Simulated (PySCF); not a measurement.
**Mayer bond orders and bond lengths**

Compound: C3H4FN.
Numbering: `[CH2:1]=[N:2][C:3](=[CH2:4])[F:5]` (hydrogens: H6, H7 on C1; H8, H9 on C4)

Cartesian coordinates in Å at the PBE0-D3(BJ)/def2-SVP level; atoms count from 1:
```
atom  x, y, z in Å
C1     1.6741    0.4456    0.4056
N2     0.5694    0.6299   -0.1975
C3    -0.4616   -0.2674   -0.0412
C4    -1.6488   -0.1267   -0.6363
F5    -0.2322   -1.3243    0.7552
H6     1.8702   -0.4119    1.0697
H7     2.4796    1.1766    0.2599
H8    -1.8098    0.7371   -1.2788
H9    -2.4410   -0.8589   -0.4822
```

Bond orders from the PBE0/pcSseg-1 density (PySCF). Geometry: PBE0-D3(BJ)/def2-SVP, one conformer, isolated molecule.

(1) Where do the orders between heavy atoms depart from those drawn in the SMILES?

(2) Set the Mayer orders of the bonds between heavy atoms beside their lengths.

## Answers

(1) The largest departure is 0.187, at C3–C4 (drawn double, 1.813). Drawn single, order above 1.12: N2–C3 (1.143).

(2) 
```json
{"bond": "C1–N2", "drawn as": "double", "length (Å)": "1.272", "Mayer order": "1.841"}
{"bond": "N2–C3", "drawn as": "single", "length (Å)": "1.376", "Mayer order": "1.143"}
{"bond": "C3–C4", "drawn as": "double", "length (Å)": "1.335", "Mayer order": "1.813"}
{"bond": "C3–F5", "drawn as": "single", "length (Å)": "1.343", "Mayer order": "0.949"}
```

Bonds between the same two heavy elements. C–N: lowest N2–C3 (1.143, 1.376 Å), highest C1–N2 (1.841, 1.272 Å).

Q: And the bonds to hydrogen?

A: C–H: 0.93 to 0.95 (4 bonds).

Q: Sum the orders of all bonds at each heavy atom with more than one neighbour and set the sums beside the valence in the SMILES.

A: C1 3.725 (drawn 4), N2 2.984 (drawn 3), C3 3.905 (drawn 4), C4 3.702 (drawn 4). Orders between atoms that aren't bonded are not in these sums.

The Mayer order sums products of elements of PS (density times overlap matrix) between the two atoms' basis functions, so it depends on the basis set.
